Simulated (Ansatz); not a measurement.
Species: CHN, SMILES `C#N` (charge 0, multiplicity 1).

Q: Give a relaxed geometry from B3LYP-D3(BJ)/def2-SVP (Ansatz, a quantum-chemistry and plane-wave program).

A: the end point of this relaxation (outside a Z-matrix the atoms follow the SMILES, hydrogens last).
Bonds (Å): C1–N2 1.155, C1–H3 1.079. Angles (°): N2–C1–H3 180.0.
